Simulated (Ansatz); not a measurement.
## Cubic perovskite SrTiO₃ (cubic form, which distorts at low temperature)

Level of theory: r²SCAN (PAW; Ansatz, a quantum-chemistry and plane-wave program).

Run with plane-wave cutoff 500 eV, 10×10×10 k mesh, Fermi–Dirac smearing 0.05 eV, no spin polarisation, scalar-relativistic PAW data made under PBE.

Cell: relaxed at this level.

- volume per atom = 11.93 Å³/atom
- lattice constant a = 3.907 Å
- band gap = 2.26 eV (on the SCF k mesh)

Measured, for comparison: band gap 3.59 eV (zero-point renormalisation of 336 meV (experimental, the table's column) added back here, indirect; inputs from Miglio et al. (2020), arXiv:2011.12765); equilibrium volume per atom 11.77 Å³/atom, lattice constant a 3.89 Å (0 K, cubic phase extrapolated to 0 K; as tabulated in Bilc et al. (2008), arXiv:0805.0753). Computed (rounded) less measured: equilibrium volume per atom +1.4 %, lattice constant a +0.4 %.

Note: the relaxation could not lower the start's symmetry, so the cell can be a saddle point above a distorted one.

Spin–orbit coupling is not included.

The computed numbers hold no vibrational or temperature effects.

Cost on a shared machine: around 40 core-seconds (rough).
